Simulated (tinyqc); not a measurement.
Born-Oppenheimer dynamics on the RHF/sto-3g surface (energies and gradients from PySCF), for BH, spin multiplicity 1, step by step. Computed by tinyqc, a small Python program that keeps every step (integrals from PySCF). Settings: charge = 0, multiplicity = 1, basis = sto-3g, time step (fs) = 0.5, steps = 24. Command: `OMP_NUM_THREADS=1 python tinyqc.py 30071 30072 out.jsonl` (the two numbers bound the seeds that draw the settings). One thread of a shared host (Intel(R) Xeon(R) Processor @ 2.60GHz), about 1 s of CPU time with the checks.

## Velocity Verlet step 1

positions (bohr), order 1B, 2H:
$$\begin{pmatrix}
0.000000 & 0.000000 & 0.000000 \\
0.000000 & 0.000000 & 2.052243
\end{pmatrix}$$

velocities (bohr per atomic time unit), order 1B, 2H:
$$\begin{pmatrix}
0.000005367 & -0.000041262 & 0.000001426 \\
-0.000058633 & 0.000450738 & -0.000015574
\end{pmatrix}$$

gradient (hartree/bohr), order 1B, 2H:
$$\begin{pmatrix}
0.00000000 & 0.00000000 & 0.09413208 \\
0.00000000 & 0.00000000 & -0.09413208
\end{pmatrix}$$

masses (electron masses): 1B 20068.735323, 2H 1837.152588

gradient after step 1 (hartree/bohr), order 1B, 2H:
$$\begin{pmatrix}
-0.00005662 & 0.00043529 & 0.08833515 \\
0.00005662 & -0.00043529 & -0.08833515
\end{pmatrix}$$

dt = 0.5 fs = 20.6707 atomic units; x' = x + v dt - g dt^2 / (2m); after the new gradient g', v' = v - (g + g') dt / (2m).

positions after step 1 (bohr), order 1B, 2H:
$$\begin{pmatrix}
0.000111 & -0.000853 & -0.000973 \\
-0.001212 & 0.009317 & 2.062867
\end{pmatrix}$$

velocities after step 1 (bohr per atomic time unit), order 1B, 2H:
$$\begin{pmatrix}
0.000005397 & -0.000041486 & -0.000092544 \\
-0.000058951 & 0.000453187 & 0.001010939
\end{pmatrix}$$

## Velocity Verlet step 2

gradient after step 2 (hartree/bohr), order 1B, 2H:
$$\begin{pmatrix}
-0.00009151 & 0.00070346 & 0.07216319 \\
0.00009151 & -0.00070346 & -0.07216319
\end{pmatrix}$$

As before.

positions after step 2 (bohr), order 1B, 2H:
$$\begin{pmatrix}
0.000223 & -0.001715 & -0.003826 \\
-0.002437 & 0.018735 & 2.094036
\end{pmatrix}$$

velocities after step 2 (bohr per atomic time unit), order 1B, 2H:
$$\begin{pmatrix}
0.000005473 & -0.000042073 & -0.000175201 \\
-0.000059784 & 0.000459593 & 0.001913861
\end{pmatrix}$$

## Energy conservation

The total energy should stay constant up to terms of order dt^2; the step counts as short enough if it moves by less than 2 % of the largest kinetic energy.

Trajectory:
```
time (fs)  1B-2H (angstrom)  potential (hartree)  kinetic (hartree)  total (hartree)
0.000000           1.086000         -24.74269464         0.00020740     -24.74248724
0.500000           1.092150         -24.74375487         0.00123413     -24.74252074
1.000000           1.110194         -24.74648785         0.00388800     -24.74259986
1.500000           1.137959         -24.74966911         0.00699289     -24.74267621
2.000000           1.172401         -24.75206954         0.00935354     -24.74271601
2.500000           1.210197         -24.75298290         0.01026841     -24.74271448
3.000000           1.248196         -24.75233532         0.00965031     -24.74268501
3.500000           1.283675         -24.75050881         0.00786460     -24.74264421
4.000000           1.314440         -24.74809369         0.00548938     -24.74260431
4.500000           1.338824         -24.74569366         0.00312166     -24.74257200
5.000000           1.355645         -24.74381087         0.00126082     -24.74255005
5.500000           1.364151         -24.74279271         0.00025354     -24.74253917
6.000000           1.363983         -24.74281324         0.00027386     -24.74253938
6.500000           1.355148         -24.74386905         0.00131835     -24.74255069
7.000000           1.338020         -24.74577925         0.00320619     -24.74257306
7.500000           1.313365         -24.74819004         0.00558431     -24.74260573
8.000000           1.282384         -24.75059404         0.00794822     -24.74264583
8.500000           1.246763         -24.75238548         0.00969902     -24.74268646
9.000000           1.208719         -24.75297791         0.01026274     -24.74271517
9.500000           1.170991         -24.75200222         0.00928693     -24.74271529
10.000000          1.136745         -24.74955444         0.00688061     -24.74267383
10.500000          1.109302         -24.74636555         0.00376900     -24.74259655
11.000000          1.091684         -24.74367675         0.00115843     -24.74251832
11.500000          1.086017         -24.74269763         0.00021029     -24.74248734
12.000000          1.093021         -24.74389947         0.00137428     -24.74252519
```

The total energy moves within 2.3e-04 hartree; that is over 2 % of the largest kinetic energy, so the time step is too long.
